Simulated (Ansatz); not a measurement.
Atom: Cl (charge -1, singlet).

Parts of the frozen-core correlation energy in cc-pVDZ (Ansatz, a program for electronic structure, hartree). Frozen orbitals: 5; correlated occupied orbitals by spin: 4 and 4; virtual: 9 and 9. Spin-orbit coupling is left out. Non-relativistic.

```json
[
 {"term": "reference (HF)", "value": "-459.54222"},
 {"term": "MP2 opposite-spin", "value": "?"},
 {"term": "MP2 same-spin", "value": "?"},
 {"term": "CCSD correlation", "value": "?"},
 {"term": "(T)", "value": "-0.00115"},
 {"term": "FCI minus CCSD(T)", "value": "-0.00035"},
 {"term": "CCSDT minus CCSD(T)", "value": "-0.00011"},
 {"term": "CCSDT(Q) minus CCSD(T)", "value": "-0.00033"},
 {"term": "T1 diagnostic", "value": "0.003"},
 {"term": "largest doubles amplitude", "value": "0.041"}
]
```

Task: Fill in the missing entries.

Result: 
- MP2 opposite-spin, value: -0.09779
- MP2 same-spin, value: -0.03662
- CCSD correlation, value: -0.14621
